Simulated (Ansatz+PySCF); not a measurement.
## singlet C₄H₆: levels of theory in one basis

```xyz
10

C    -0.0015   -0.0449   -0.7394
C     0.0300   -0.0285    0.7588
C    -0.0154    1.1193   -1.4307
C     0.0322   -1.0835    1.5009
H    -0.0017   -0.9441   -1.2572
H    -0.0422    0.9861    1.1942
H    -0.0270    1.0595   -2.6108
H    -0.0049    2.1502   -0.9932
H    -0.0278   -1.1014    2.5454
H     0.0175   -2.0878    0.9793
```

Basis set: def2-SVP (spherical functions). Left uncorrelated: 4 orbitals. Charge 0, multiplicity 1.

Computed with Ansatz (development build ahead of 0.2.0); each method stands on the lowest determinant of its kind that the runs found. NEVPT2 correlates all electrons. Active spaces start from the frontier orbitals, and the lowest solution found is given.

| method | E − E(RHF) (eV) | <S²> of the determinant |
| --- | --- | --- |
| RHF | 0.00 | 0.00 |
| UHF | -0.05 | 0.31 |
| RHF-MP2 | -14.52 | – |
| UHF-MP2 | -14.06 | 0.31 |
| RHF-CCSD(T) | -16.38 | – |
| CASSCF(4,4) | -1.47 | – |
| SC-NEVPT2(4,4) | -15.04 | – |

Question: What does RHF-CCSD give on the same scale?

Answer: -15.79 eV.

Question: Is a single determinant a sound starting point here?

Answer: Only with care. Unrestricted orbitals gain 0.05 eV and <S²> is 0.31 against 0.00 for a pure state, so spin symmetry breaks but gains little energy; restricted orbitals can still serve. The CASSCF(4,4) natural occupations are 1.94, 1.89, 0.11, 0.06.

Caution for UHF, UHF-MP2: the unrestricted determinant is spin contaminated. Caution for UHF-MP2: another reference gives a lower total.
